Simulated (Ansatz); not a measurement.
# H₂S (triplet): the correlation ladder at distance H1–H2 along a hydrogen transfer = 0.693 Å, cc-pVTZ

How much of the correlation energy of H₂S (triplet) does each wave-function method recover here?

The runs use Ansatz 0.2.0, Gaussian basis; cc-pVTZ, core rule «outside noble gas», up to 5 orbitals frozen.

To be run: UHF; CCSD(T) on ROHF; CCSD(T) on UHF; BCCD(T) on ROHF; CISD; CCSDT(Q) on ROHF; CCSDT(Q) on UHF; CASSCF and NEVPT2, 4 electrons in 4 orbitals; CASSCF and MRCISD+Q, 8 electrons in 6 orbitals; CASSCF and NEVPT2, 8 electrons in 6 orbitals.

5 further runs of the same task are left out: 4 that didn't finish, 1 set aside as unsound or not needed.

## (1) The system

The geometry derives from fragments relaxed apart (PBE0/def2-TZVP) and kept rigid, so it is no stationary point. A hydrogen atom is moved between rigid fragments.

3 atoms, charge 0, spin multiplicity 3.

Atoms are counted from 1 here; the program's logs count them from 0.

Bond lengths: H1–H2 0.693 Å.

## (2) UHF

in.yaml

```yaml
crystal:
  periodic: [false, false, false]
  atoms:
    - {symbol: H, position_ang: [0.000000, 0.000000, -1.028333]}
    - {symbol: H, position_ang: [0.000000, 0.000000, -0.335333]}
    - {symbol: S, position_ang: [0.000000, 0.000000, 1.363667]}
basis:
  gaussian: {orbitals: cc-pVTZ}
magnetization: {spin_polarized: true, initial_magnetization: 2}
hamiltonian: {xc: hf}
output: {orbitals: {seedname: orbitals}}
```

Started as:

```console
> ansatz run in.yaml --threads 1 --pin off --events-out ev --progress --plain --max-ram 2393MiB
```

Further steps of the session: CCSD(T) on ROHF; CCSD(T) on UHF; BCCD(T) on ROHF; CISD; CCSDT(Q) on ROHF; CCSDT(Q) on UHF; CASSCF and NEVPT2, 4 electrons in 4 orbitals; CASSCF and MRCISD+Q, 8 electrons in 6 orbitals; CASSCF and NEVPT2, 8 electrons in 6 orbitals.

**Question.** What will the summary of the whole plan be? Wanted: UCCSDT(Q) below the RHF energy; RMP2 from UCCSDT(Q); UMP2 from UCCSDT(Q); RCCSD from UCCSDT(Q); RCCSD(T) from UCCSDT(Q); UCCSD(T) from UCCSDT(Q); RCCSDT(Q) from UCCSDT(Q); NEVPT2 pair from UCCSDT(Q); NEVPT2 valence from UCCSDT(Q).

As calculated:

| quantity | value |
| --- | --- |
| UCCSDT(Q) below the RHF energy | -5.5138 eV |
| RMP2 from UCCSDT(Q) | +21.90 kcal/mol |
| UMP2 from UCCSDT(Q) | +22.69 kcal/mol |
| RCCSD from UCCSDT(Q) | +4.52 kcal/mol |
| RCCSD(T) from UCCSDT(Q) | +0.68 kcal/mol |
| UCCSD(T) from UCCSDT(Q) | +0.66 kcal/mol |
| RCCSDT(Q) from UCCSDT(Q) | +0.03 kcal/mol |
| NEVPT2 pair from UCCSDT(Q) | +22.08 kcal/mol |
| NEVPT2 valence from UCCSDT(Q) | +28.31 kcal/mol |
| MRCISD+Q valence from UCCSDT(Q) | +1.11 kcal/mol |
| levels within 1 kcal/mol (43 meV) | RCCSD(T), UCCSD(T), BCCD(T), RCCSDT, UCCSDT, RCCSDT(Q) |
| T1 diagnostic | 0.020 |
| effectively unpaired electrons | 2.00 |

RCCSD(T) lands +0.68 kcal/mol from the yardstick (0.5 % of the correlation energy). One determinant dominates. Of the multireference levels listed MRCISD+Q valence comes nearest in total energy (+1.11 kcal/mol), which doesn't show that its space is the better one. These misses are within one basis, not against nature; the frozen cores of restricted and unrestricted runs differ, which can shift their rows.
